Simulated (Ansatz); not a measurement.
System: 1T (CdI2-type) SnSe2. Method: r²SCAN-D4 (PAW; Ansatz, a program for electronic structure).

Run with plane-wave cutoff 560 eV, 12×12×6 k mesh (along the axes of the cell as run), Fermi–Dirac smearing 0.01 eV, scalar-relativistic PAW data made under PBE.

Properties against volume:

Shape and atoms are relaxed at each volume.

| V (Å³/atom) | P (GPa) | direct gap at Γ (eV) | smallest gap on the k mesh (eV) | c (Å) |
|---|---|---|---|---|
| 25.533 | 1.14 | 1.480 | 0.836 | 6.092 |
| 26.064 | 0.51 | 1.534 | 0.925 | 6.187 |
| 26.596 | 0.00 | 1.597 | 0.995 | 6.286 |
| 27.128 | -0.38 | 1.669 | 1.006 | 6.389 |
| 27.660 | -0.67 | 1.699 | 1.015 | 6.497 |

The fundamental gap (1.00 eV at the equilibrium volume, with added k points) lies elsewhere than Γ–Γ.

Measured, for comparison: band gap 0.98 eV (temperature not stated, no zero-point or thermal correction, indirect, our sources range from 0.98 to 1.06; as tabulated in Gonzalez and Oleynik (2016), arXiv:1609.04381).

Note: the bulk modulus comes from volumes at which shape and atoms were relaxed.

Spin–orbit coupling is not included.
